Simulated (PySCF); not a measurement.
# H5O2: the cost of one run

Computed with PySCF 2.14.0; each step states its level. No surroundings beyond the atoms listed, unless a continuum is named. Atoms count from 0, parts from 1.

## 1. The system as given

7 atoms, charge 1, multiplicity 1; geometry: GFN2-xTB. Parts: 1 = atoms 0–3, `[OH3+]`, charge 1; 2 = atoms 4–6, `O`, charge 0. In the given geometry H1 is shared between O0 (1.26 Å) and O4 (1.23 Å), so values for the parts refer to these atom groups.

## 2. Optimising the geometry at PBE0-D3(BJ)/def2-TZVPD

The job: settings as JSON, then the geometry in Å.

```
{"job": {"xc": "PBE0", "basis": "def2-TZVPD", "d3": "d3bj", "grid": 3, "kind": "geom", "shake": 0.01}, "charge": 1, "multiplicity": 1, "parts": [{"atoms": "0-3", "charge": 1, "multiplicity": 1}, {"atoms": "4-6", "charge": 0, "multiplicity": 1}]}
O     -0.253493    -0.250480     0.020482
H     -0.874511     0.468852    -0.803235
H      0.278805    -0.891183    -0.406070
H      0.285331     0.295111     0.641581
O     -1.467093     1.166219    -1.629980
H     -2.035670     1.846926    -1.209190
H     -1.984654     0.655275    -2.246460
```

Launch:

```sh
$ OMP_NUM_THREADS=1 python cluster_run.py task.json out
```

This one command runs all jobs of the session in turn.

Q: Estimate the wall time and peak memory of this first job on 1 thread of Arm Neoverse N1, shared host.

About 1.9 min, with a peak of 0.54 GiB.
